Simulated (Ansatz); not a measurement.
Species: H2N, SMILES `[NH2]` (charge 0, multiplicity 2), formula H₂N.

### Question
How many basis functions does Ansatz (a program for electronic structure) with frozen-core CCSD(T)/cc-pVTZ // PBE0-D3(BJ)/def2-TZVP use, how many core orbitals are frozen, and how many electrons are correlated?

### Answer
58 basis functions and 1 frozen orbitals, which leaves 7 correlated electrons. Core time is of the order of seconds.
